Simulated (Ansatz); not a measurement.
Geometry optimisation, UKS PBE/6-31G* in Ansatz.

Input file:

```yaml
crystal:
  periodic: [false, false, false]
  atoms:
    - { symbol: Si, position_ang: [0.000284, 1.2e-05, -0.158937] }
    - { symbol: H, position_ang: [0.000168, -1.3e-05, 1.319832] }
    - { symbol: H, position_ang: [1.409788, -4.0e-06, -0.671613] }
    - { symbol: H, position_ang: [-0.704387, 1.22066, -0.671775] }
    - { symbol: H, position_ang: [-0.704426, -1.220601, -0.671805] }
    - { symbol: C, position_ang: [2.3e-05, -4.1e-05, 3.633796] }
    - { symbol: H, position_ang: [-0.588451, -0.916575, 3.687818] }
    - { symbol: H, position_ang: [1.087997, -0.051396, 3.687981] }
    - { symbol: H, position_ang: [-0.499495, 0.967858, 3.687603] }
magnetization:
  spin_polarized: true
  initial_magnetization: 1
basis:
  gaussian: { orbitals: "6-31G*" }
hamiltonian:
  xc: pbe
relax:
  f_tol: 0.03
  max_steps: 50
output:
  orbitals: {}
```

Run as:

```bash
$ ansatz run input.yaml --threads 1 --pin off --max-ram 2048MiB --backend cpu --events-out ev --progress --plain --runs-dir out
```

Question: Where does it end, and by what steps?

Answer: It converged. After 7 steps the energy has fallen by 0.027 eV; C6 moved furthest, 0.30 Å.

| step | energy less start (eV) | largest force component (eV/Å) | accepted |
| --- | --- | --- | --- |
| 0 | 0.0000 | 0.563 | yes |
| 1 | -0.0033 | 0.338 | yes |
| 2 | -0.0237 | 0.233 | yes |
| 3 | -0.0239 | 0.224 | yes |
| 4 | -0.0267 | 0.081 | yes |
| 5 | -0.0171 | 0.251 | no |
| 6 | -0.0270 | 0.084 | yes |
| 7 | -0.0274 | 0.003 | yes |

```xyz
9
Properties=species:S:1:pos:R:3
Si 0.000 0.000 -0.383
H 0.000 0.000 1.117
H 1.412 0.000 -0.888
H -0.705 1.222 -0.888
H -0.705 -1.222 -0.888
C 0.000 0.000 3.936
H -0.589 -0.918 3.946
H 1.089 -0.051 3.945
H -0.500 0.969 3.946
```

Whether the end is a true minimum wasn't checked by a vibrational analysis.

Run time: 14 s on 1 thread of Arm Neoverse V2 (shared host), peak memory 0.12 GiB.
